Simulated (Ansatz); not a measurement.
in.yaml

```yaml
crystal:
  periodic: [false, false, false]
  atoms:
    - {symbol: O, position_ang: [0.000000, -0.077043, 0.015296]}
    - {symbol: H, position_ang: [0.000000, 0.716243, -1.019650]}
    - {symbol: H, position_ang: [0.000000, 0.506685, 0.776846]}
basis:
  gaussian: {orbitals: 6-31G}
magnetization: {spin_polarized: false}
correlation: {method: ccsdt_q, electrons: outside_noble_gas}
```

```sh
$ ansatz run in.yaml --threads 1 --pin off --events-out ev --progress --plain --max-ram 2393MiB
```

The program prints:

```
221 factors; integrals over basis functions are off by at most 2.2e-8 eV
mean field evaluation 1: about -2063.8335 eV, gradient 3.0e1 eV
mean field evaluation 2: about -2063.8332 eV, gradient 3.0e1 eV
mean field evaluation 4: about -2065.9095 eV, gradient 1.8e0 eV
mean field evaluation 8: about -2065.9285 eV, gradient 9.4e-6 eV
mean field evaluation 16: about -2065.9276 eV, gradient 4.3e-1 eV
mean field -2065.92853881 eV, -75.9214734646 hartree, gradient 7.6e-6 eV, S^2 0.000000; 0 other end points of the search recorded, 0 dependent functions left out
1 core orbitals not correlated: weight in the atoms' cores, before any rotation towards them, 1.000 or more for the frozen orbitals, at most 0.000 for the correlated occupied ones
reference -2065.92853881 eV, -75.9214734646 hartree; 4, 4 occupied and 8, 8 virtual orbitals, 221 factors
second order -3.89452885 eV of doubles, -0.00000000 eV of singles
cycle   1  -3.92693396 eV  change   -3.2e-2 eV  update   5.4e-2
cycle   2  -4.13223066 eV  change   -2.1e-1 eV  update   2.3e-2
cycle   3  -4.19539125 eV  change   -6.3e-2 eV  update   1.1e-2
cycle   4  -4.19304796 eV  change    2.3e-3 eV  update   2.6e-3
cycle   5  -4.19408847 eV  change   -1.0e-3 eV  update   1.3e-3
cycle   6  -4.19364378 eV  change    4.4e-4 eV  update   4.4e-4
cycle   7  -4.19355640 eV  change    8.7e-5 eV  update   1.4e-4
cycle   8  -4.19361907 eV  change   -6.3e-5 eV  update   4.7e-5
cycle   9  -4.19361723 eV  change    1.8e-6 eV  update   1.3e-5
cycle  10  -4.19361335 eV  change    3.9e-6 eV  update   3.8e-6
cycle  11  -4.19361444 eV  change   -1.1e-6 eV  update   1.3e-6
cycle  12  -4.19361377 eV  change    6.7e-7 eV  update   4.9e-7
perturbative correction -0.01845304 eV, -0.0006781367 hartree
Total energy: -2070.14060562 eV, -76.0762640649 hartree
```

For the same geometry and basis full CI lies 0.9 meV higher.

Ran on 1 thread of Intel Xeon Platinum 8488C, shared host: 0.48 s wall, 0.15 GiB peak host memory.
